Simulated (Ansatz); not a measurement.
A made-up structure of CH4NSi (charge +1), closed shell:

```csv
atom,x (Å),y (Å),z (Å)
N1,-0.1700,-0.0312,-0.1364
C2,-1.1387,-0.2070,-0.9127
Si3,1.1428,0.2076,0.9160
H4,-1.8032,-1.0267,-0.8127
H5,-1.3493,0.4540,-1.7142
H6,0.8766,1.0169,2.1108
H7,2.4104,-0.4192,0.5241
```

It is relaxed with PBE-D4/def2-SVP and then PBE0-D4/def2-TZVP (Ansatz 0.2.0). Atoms count as bonded within 1.22 times the sum of their covalent radii (H–H: 0.88 Å). The end point is not checked to be a true minimum.

Task: Does its bonding change? (Judge from chemistry; the calculation decides.)

Result: The calculation gives: No: no bond forms or breaks.

Where it ends: The first stage lowers the energy by 0.17 eV in 5 steps. It ends as CH₄NSi ([CH2][N][SiH2]), total charge +1:
```
7
angstrom
N -0.1479 -0.0269 -0.1186
C -1.1131 -0.2024 -0.8924
Si 1.0951 0.1991 0.8780
H -1.7832 -1.0566 -0.7668
H -1.3079 0.4946 -1.7114
H 0.8528 1.0051 2.0796
H 2.3728 -0.4186 0.5065
```

Labels in which every atom is bracketed show which atoms are joined, not bond orders.

For scale, one of the runs: PBE0-D4/def2-TZVP relaxation, 123 basis functions, launched by `ansatz run in.yaml --threads 2 --pin off --events-out ev --progress --plain --max-ram 4352MiB`. Hardware: 2 CPU threads of an Arm Neoverse V1, shared host. Wall time about 11 s.
